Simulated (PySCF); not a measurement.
Method: PySCF energies plus ideal-gas RRHO corrections (1 bar). Table values come from the NASA 1993 polynomials. All species are closed-shell singlets. The harmonic model lacks anharmonicity and excited electronic states, which grow with temperature; levels with a mode under 35 cm⁻¹ are left out. The table's entry may be an old estimate for C₅H₈ (cyclic) (not checked at source).

Harmonic frequencies at PBE/def2-SVP (cm⁻¹): 152, 381, 582, 689, 755, 798, 863, 897, 902, 934, 963, 1015, 1018, 1077, 1098, 1175, 1178, 1244, 1267, 1278, 1329, 1399, 1402, 1424, 1643, 2937, 2939, 2987, 3000, 3006, 3050, 3113, 3137. Point group Cs; S°(298 K) = 291.5 J/mol/K at this level.

Task: Work out Cp and S° of gaseous C₅H₈ (cyclic) at 500, 800, 1200, 1600, 2000 K from these, and set them beside the table.

Result: 
```
T (K)  Cp PBE/def2-SVP  Cp table  S° PBE/def2-SVP  S° table
-----  ---------------  --------  ---------------  --------
500              142.0     138.5            348.9     347.2
800              198.1     195.6            429.1     426.3
1200             239.9     236.6            518.2     514.2
1600             263.1     260.7            590.7     585.8
2000             276.7     276.1            651.0     645.8
```
Units J/mol/K.
